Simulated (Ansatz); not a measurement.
Molecule: N$_{2}$ (charge +1, doublet). SMILES of the parent species: N#N

Atoms: N1, N2. Bonds: N1-N2.

Bond lengths (Å) and angles (degrees) optimised at HF/6-31G* with Ansatz (a quantum-chemistry and plane-wave program); B3LYP/6-31G* with Ansatz; MP2/6-31G* with Ansatz, each started from the B3LYP-D3(BJ)/def2-TZVP structure (Ansatz) of the last column. A row stands for all coordinates that are equal there. 6-31G* holds six Cartesian d functions.

```
coordinate  HF/6-31G*  B3LYP/6-31G*  MP2/6-31G*  B3LYP-D3(BJ)/def2-TZVP
----------  ---------  ------------  ----------  ----------------------
N1-N2           1.126         1.117       1.080                   1.104
```

Mean signed difference of all 1 bond lengths from B3LYP-D3(BJ)/def2-TZVP: HF/6-31G* 0.022 Å, B3LYP/6-31G* 0.013 Å, MP2/6-31G* -0.024 Å.
